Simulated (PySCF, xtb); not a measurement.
formamide (CH3NO), SMILES NC=O. The values are those of a single conformer.

Harmonic wavenumbers (cm⁻¹) from GFN2-xTB (xtb) at its own minimum, in rising order: 321, 534, 608, 957, 1020, 1242, 1362, 1463, 1795, 2776, 3459, 3544.

Question: What does B3LYP-D3(BJ)/def2-TZVP run with PySCF give at its own minimum? (An estimate is asked for; the answer gives what the named calculation found.)

Answer: 240, 571, 644, 1043, 1056, 1269, 1421, 1620, 1796, 2936, 3572, 3707. Paired by order, the mean absolute difference is 80 cm⁻¹ and the zero-point energies are 27.3 and 28.4 kcal/mol.
